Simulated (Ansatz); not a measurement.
**Relaxing Pd3S**

Computed with Ansatz 0.2.0, DFT r2SCAN, scalar-relativistic, plane waves, PAW.

The start is a database structure of Pd3S, space group Cmcm (No. 63).

The final relaxation ran on this input, with the default PAW datasets:

```yaml
crystal:
  lattice:
    - [3.6843544517, -2.6752412418, 0.0]
    - [3.6843544517, 2.6752412418, 0.0]
    - [0.0, 0.0, 6.41634161]
  atoms:
    - { symbol: Pd, position: [0.95935956, 0.65115434, 0.75] }
    - { symbol: Pd, position: [0.34884566, 0.04064044, 0.75] }
    - { symbol: Pd, position: [0.5, 0.5, 0.0] }
    - { symbol: Pd, position: [0.5, 0.5, 0.5] }
    - { symbol: Pd, position: [0.65115434, 0.95935956, 0.25] }
    - { symbol: Pd, position: [0.04064044, 0.34884566, 0.25] }
    - { symbol: S, position: [0.19169227, 0.80830773, 0.25] }
    - { symbol: S, position: [0.80830773, 0.19169227, 0.75] }
basis:
  ecutwfc: 500
kpoints:
  mp_grid: { grid: [10, 10, 6] }
hamiltonian:
  xc: r2scan
scf:
  occupations: { method: gaussian, width: 0.1 }
output:
  forces: true
  stress: true
  eigenvalues: true
relax:
  adjacent_minimum: "off"
  f_tol: 0.01
  max_steps: 80
  cell: { stress_tol: 0.05 }
```

Launched as:

```bash
ansatz run input.yaml --threads 4 --pin off --max-ram 10240MiB --backend cpu --events-out ev --progress --plain --runs-dir out
```

It took 2.9 min on 4 threads of Intel(R) Xeon(R) Platinum 8259CL CPU @ 2.50GHz (Skylake/Cascade Lake) (shared host), peak memory 1.5 GiB.

End of the output:

```
SCF converged after 6 iterations
Free energy (F): -43728.304338 eV
Harris-Foulkes:  -43728.304338 eV  (|F-HF|=1.46e-11)
Internal energy: -43728.294208 eV  (E = F + TS)
E sigma→0 (E₀):  -43728.299273 eV
Entropy (-TS):   -0.010130 eV (-1.266 meV/atom)
Fermi energy:    16.074847 eV
--- Per-component energies (eV) ---
  E_band       = -1238.301003
  E_kinetic    = 3313.729697
  E_local      = -13069.895304  (includes V_loc(G=0)·N_el)
  E_nonlocal   = 1366.553585
  E_hartree    = 5363.395316
  E_xc         = -1145.389289
  E_vxc        = -1584.618939  (∫ρ·V_xc dr)
  E_paw        = -23855.668364  (= ΣΔE_a)
  E_vpaw       = -2102.477897  (= ΣTr[D̂ρ^β])
  E_aug_tail   = 0.000638  (compensation charges beyond the density's cutoff)
  E_vtau       = 111.616491  (kinetic-family band-sum trace: ∫τ·v_τ [+ j·A + Jᵃ·Aᵃ] dr)
  E_ewald      = -15698.088434
  E_core_change = -2.932053  (= ΣΔE_core)
  E_smearing   = -0.010130  (= −TS)
  E_closure    = 0.000000  (closes the sum)
  Σ components = -43728.304338   (vs F -43728.304338, Δ=0.00e0)
--- Forces (eV/Å), atoms counted from 1 ---
  atom   1  Pd    -0.00019872    -0.00163533     0.00000000
  atom   2  Pd     0.00019872    -0.00163533     0.00000000
  atom   3  Pd     0.00000000     0.00000000     0.00000000
  atom   4  Pd     0.00000000     0.00000000     0.00000000
  atom   5  Pd    -0.00019872     0.00163533     0.00000000
  atom   6  Pd     0.00019872     0.00163533     0.00000000
  atom   7  S      0.00000000    -0.00428380     0.00000000
  atom   8  S      0.00000000     0.00428380     0.00000000
  max |Σ_I F_I| component: 2.69e-17 eV/Å
--- Stress (GPa, compression-positive) ---
       -0.002268       0.000000       0.000000
        0.000000       0.018552       0.000000
        0.000000       0.000000      -0.011762
  P = ⅓ Tr σ = 0.0015 GPa (0.015 kbar)
--- Relaxed structure (3 steps of the walk, 3 accepted, 1 SCFs on fresh bases) ---
  F+E_penalty+E_count = -43728.30433802 eV   max|allowed force component| = 4.284e-3 eV/Å   (the final SCF, on the basis selected at the relaxed cell)
  cell:  # Å, volume = 126.2073 Å³
    - [3.681142, -2.675349, 0.000000]
    - [3.681142, 2.675349, 0.000000]
    - [0.000000, 0.000000, 6.407540]
  atoms:
    - { symbol: Pd, position: [0.960257, 0.650845, 0.75] }
    - { symbol: Pd, position: [0.349155, 0.039743, 0.75] }
    - { symbol: Pd, position: [0.5, 0.5, 0.000000] }
    - { symbol: Pd, position: [0.5, 0.5, 0.500000] }
    - { symbol: Pd, position: [0.650845, 0.960257, 0.250000] }
    - { symbol: Pd, position: [0.039743, 0.349155, 0.250000] }
    - { symbol: S, position: [0.191452, 0.808548, 0.250000] }
    - { symbol: S, position: [0.808548, 0.191452, 0.75] }
```

Total energies depend on the potentials used, so only differences within one code and one set of settings carry meaning.

The result has space group Cmcm (No. 63). Pd on Wyckoff site g (4 atoms of the primitive cell) has 2 S at 2.34–2.40 Å and 7 Pd at 2.80–2.88 Å; Pd on Wyckoff site b (2 atoms of the primitive cell) is coordinated by 2 S at 2.30 Å; S has 6 Pd at 2.30–2.40 Å.

Against the elements it lies at -0.27 eV/atom. Energies over the elements count from the elements' standard structures at the same level, with no empirical corrections.

For metals, differences of a few meV/atom aren't resolved.

Symmetry constrained the relaxation, so the result can be a saddle point.